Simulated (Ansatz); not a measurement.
Cost and result for the atomization energy of `CNC(C)=N` (13 atoms, 12 bonds).

Cartesian coordinates in Å:
```
C -1.157 -1.384 0.775
N -0.797 -0.234 -0.012
C 0.469 0.270 0.032
C 0.729 1.365 -0.967
N 1.302 -0.184 0.888
H -0.592 -2.278 0.487
H -0.945 -1.191 1.827
H -2.224 -1.577 0.655
H -1.340 -0.039 -0.833
H 1.725 1.782 -0.829
H -0.005 2.168 -0.862
H 0.657 0.979 -1.988
H 2.178 0.322 0.827
```

Charge 0, multiplicity 1. The structure was optimised at the PBE0-D4/def2-TZVP level. It is one conformer, not always the lowest. Program: Ansatz. All runs use 4 threads of an Arm Neoverse V2 on a shared host. Times are those of one run each, without the atoms' runs, and a repeat can differ threefold. Electronic energies, without spin–orbit coupling; frozen cores. CCSD(T)/CBS adds CCSD(T) − MP2 in def2-TZVPP to the MP2 limit, and its time is that of the two runs behind it. T1 = 0.012. B3LYP takes the VWN-RPA correlation (the form of Gaussian; ORCA's B3LYP/G).

CCSD(T)/CBS is a level of theory with its own doubt, some kJ/mol a heavy atom from the limit and from the frozen cores, so smaller differences don't rank the functionals.

```
                             level  functions  wall time
   PBE-D4/def2-TZVPP (with forces)        267      2.2 s
                PBE0-D4/def2-TZVPP        267      2.2 s
 B3LYP-D4/def2-TZVPP (with forces)        267      3.8 s
r2SCAN-D4/def2-TZVPP (with forces)        267      4.1 s
                 B2PLYP/def2-TZVPP        267      4.8 s
                ωB97X-V/def2-TZVPP        267      6.5 s
  ωB97M-V/def2-TZVPP (with forces)        267        9 s
                    MP2/def2-QZVPP        525       24 s
                CCSD(T)/def2-TZVPP        267    2.9 min
                 CCSD(T)/CBS(def2)          –    3.3 min
```

Question: What atomization energy does each give, and how far from CCSD(T)/CBS? (Estimate.)

Answer: Ansatz gave: 
| level | atomization (kcal/mol) | difference from CCSD(T)/CBS | per bond |
| --- | --- | --- | --- |
| PBE-D4/def2-TZVPP (with forces) | 1248.5 | 38.5 | 3.2 |
| PBE0-D4/def2-TZVPP | 1221.9 | 11.9 | 1.0 |
| B3LYP-D4/def2-TZVPP (with forces) | 1219.6 | 9.6 | 0.8 |
| r2SCAN-D4/def2-TZVPP (with forces) | 1212.0 | 2.0 | 0.2 |
| B2PLYP/def2-TZVPP | 1203.2 | -6.8 | -0.6 |
| ωB97X-V/def2-TZVPP | 1216.8 | 6.8 | 0.6 |
| ωB97M-V/def2-TZVPP (with forces) | 1217.9 | 7.9 | 0.7 |
| MP2/def2-QZVPP | 1212.5 | 2.5 | 0.2 |
| CCSD(T)/def2-TZVPP | 1177.1 | -32.9 | -2.7 |
| CCSD(T)/CBS(def2) | 1210.0 | 0.0 | 0.0 |

In def2-TZVPP, CCSD(T) changes the Hartree–Fock value by +321.6 kcal/mol (the triples alone add +19.0 kcal/mol) and MP2 by +337.5 kcal/mol; breaking electron pairs costs correlation energy, which Hartree–Fock lacks. The D4 term adds +8.4 kcal/mol with B3LYP and +4.4 kcal/mol with PBE0; it sums over pairs of atoms, weighted by their polarisabilities, and B3LYP, whose exchange is more repulsive, gets the larger term. From PBE to PBE0 (25 % exact exchange), in def2-TZVPP and without D4, the atomization energy moves by −25.7 kcal/mol: exact exchange takes away binding that semilocal exchange gives to molecules.
